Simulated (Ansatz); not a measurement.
Zinc-blende HgS (metastable phase), treated with LDA in Ansatz (PAW).

Settings: plane-wave cutoff 520 eV, 20×20×20 k mesh, Fermi–Dirac smearing 0.05 eV, scalar-relativistic PAW data made under PBE.

Computed at the level's own relaxed cell.

Question: Give the computed polycrystal shear modulus (Hill average), elastic constant C44, elastic constant C11 and elastic constant C12.

Answer: 
- polycrystal shear modulus (Hill average) = 16.2 GPa
- elastic constant C44 = 25.1 GPa
- elastic constant C11 = 78.6 GPa
- elastic constant C12 = 61.7 GPa

Measured, for comparison: elastic constant C44 24.2 GPa, elastic constant C11 67.5 GPa, elastic constant C12 51.9 GPa (room temperature, not corrected to a static lattice, iron-doped crystal; as tabulated in Elastic Constants of beta-HgS, Acta Phys. Pol. A 94). Computed (rounded) less measured: elastic constant C44 +4 %, elastic constant C11 +16 %, elastic constant C12 +19 %. A static lattice is as a rule a little smaller and stiffer than an uncorrected measurement, which narrows the difference in the elastic constant C44 and would widen misses of the other sign.

Note: the solid has no gap at this level, which affects its response.

Elastic constants are with the ions relaxed.

Spin–orbit coupling is not included; it can shift volumes and moduli of such heavy elements.

Static lattice: no zero-point or thermal effects.

Cost on a shared machine: roughly 24 core-minutes.

Ansatz is a quantum-chemistry and plane-wave program.
